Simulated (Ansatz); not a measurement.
**AlO₂ (quartet): wave-function methods side by side at a displaced geometry (v1), cc-pVDZ**

How much of the correlation energy of AlO₂ (quartet) does each wave-function method recover here?

Program: Ansatz 0.2.0, Gaussian basis. Level of theory: cc-pVDZ, core rule «outside noble gas», up to 7 orbitals frozen. These are calculated values, not measurements.

Plan: UHF; CCSD(T) on ROHF; CCSD(T) on UHF; BCCD(T) on ROHF; CISD as a restricted active space (open shells left free, so some higher excitations enter); CCSDT(Q) on ROHF; CCSDT(Q) on UHF.

41 further runs of the same task are left out: 16 for a known fault of the program, 14 that didn't finish, 11 set aside as unsound or not needed. Runs told in other sessions of the task aren't counted.

### 1 The system

The geometry is a PBE0/def2-TZVP stationary point (not a proven minimum) with its atoms shifted at random (size 0.040 Å).

3 atoms, charge 0, spin multiplicity 4.

Atoms are counted from 1 here; the program's logs count them from 0.

Bond lengths: Al1–O2 1.756 Å, Al1–O3 1.738 Å. Angles: O2–Al1–O3 109.3°.

### 2 UHF

Input file in.yaml:

```yaml
crystal:
  periodic: [false, false, false]
  atoms:
    - {symbol: Al, position_ang: [-0.012559, -0.548084, 0.017610]}
    - {symbol: O, position_ang: [-0.013392, 0.432492, -1.439386]}
    - {symbol: O, position_ang: [0.034572, 0.491802, 1.409687]}
basis:
  gaussian: {orbitals: cc-pVDZ}
magnetization: {spin_polarized: true, initial_magnetization: 3}
hamiltonian: {xc: hf}
output: {orbitals: {seedname: orbitals}}
```

On the command line:

```console
> ansatz run in.yaml --threads 1 --pin off --events-out ev --progress --plain --max-ram 2393MiB
```

The runs that follow: CCSD(T) on ROHF; CCSD(T) on UHF; BCCD(T) on ROHF; CISD as a restricted active space (open shells left free, so some higher excitations enter); CCSDT(Q) on ROHF; CCSDT(Q) on UHF.

**Question.** What will the summary of the whole plan be? Wanted: UCCSDT(Q) from the RHF energy; RMP2 from UCCSDT(Q); UMP2 from UCCSDT(Q); RCCSD from UCCSDT(Q); RCCSD(T) from UCCSDT(Q); UCCSD(T) from UCCSDT(Q); RCCSDT(Q) from UCCSDT(Q); T1 diagnostic.

As calculated:

| quantity | value |
| --- | --- |
| UCCSDT(Q) from the ROHF energy | -9.7382 eV |
| RMP2 from UCCSDT(Q) | +21.80 kcal/mol |
| UMP2 from UCCSDT(Q) | +21.80 kcal/mol |
| RCCSD from UCCSDT(Q) | +5.59 kcal/mol |
| RCCSD(T) from UCCSDT(Q) | +1.26 kcal/mol |
| UCCSD(T) from UCCSDT(Q) | +1.24 kcal/mol |
| RCCSDT(Q) from UCCSDT(Q) | +0.11 kcal/mol |
| levels within 1 kcal/mol (43 meV) | RCCSDT, UCCSDT, RCCSDT(Q) |
| T1 diagnostic | 0.025 |

In words: RCCSD(T) misses by +1.26 kcal/mol, 0.6 % of the correlation energy. These misses are within one basis, not against nature; the frozen cores of restricted and unrestricted runs differ, which can shift their rows.

With open shells the CI space here admits some higher excitations, so it is larger than plain CISD.
